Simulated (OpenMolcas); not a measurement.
OpenMolcas input wanted

BN has 2 atoms, charge 0, and is taken as a triplet. SMILES: `B#N`. The coordinates come from a GFN2-xTB relaxation.

```xyz
2

B     0.0000    0.0000    0.0000
N     0.0000    0.0000    1.2684
```

Settings wanted:

```json
{
 "method": "HF",
 "reference": "UHF",
 "relativity": "DKH2",
 "basis set": "ANO-RCC-MB",
 "task": "energy",
 "nucleus": "point"
}
```

Write the OpenMolcas 26.06 input and the command.

One that was run (others would do as well):

struct.xyz:
```
2

B      0.000000     0.000000     0.000000
N      0.000000     0.000000     1.268430
```

step1.input:
```
* BN Hartree-Fock

&GATEWAY
 Coord = struct.xyz
 Basis = ANO-RCC-MB
 Group = NoSym

&SEWARD

&SCF
 UHF
 Spin = 3
 PrOrbitals = 0
```

```bash
$ export MOLCAS_MEM=1860
$ pymolcas step1.input > step1.log
```

Calculated total energy: -78.93681 Eh.
